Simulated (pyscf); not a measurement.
This saddle point was located with ωB97X-D3(BJ)/def2-SVP in PySCF.

```xyz
3

Ag     0.5147     0.7076     1.4396
Cl    -0.6446    -0.6803    -0.0651
H     -1.5803    -1.8005    -1.2760
```
Charge 0, spin multiplicity 2.

Surface: doublet, charge 0. Lowest wavenumbers (cm⁻¹): 987i, 113, 113, 323.

Task: Name the species on either side of this saddle.

Result: Cl–Ag (SMILES [Cl][Ag]) + H• (SMILES [H]) ⇌ Ag• (SMILES [Ag]) + HCl (SMILES Cl), an atom transfer read from left to right: Ag–Cl broken and Cl–H formed. At CCSD(T)/def2-TZVPP + ΔMP2(QZVPP) it lies +0.12 eV from the left side and +1.58 eV from the right (each side as separated species at their lowest minima found). The reactants may also form a dative adduct at Cl–Ag; it and routes through it were not searched. The angle at the transferred Cl is 180°. The CCSD(T) − MP2 part came from Ansatz, without density fitting, on the same reference. The frozen core leaves the outer d or s,p core shells of the metals and heavy elements correlated in the MP2 and CC values, and def2-TZVPP describes them poorly, which can shift differences by a few kcal/mol. Open-shell species with a d-block atom are single-reference here; other states, and whether the spin sits on metal or ligand, were not checked. Elements past Kr carry the def2 core potentials, without spin-orbit coupling.
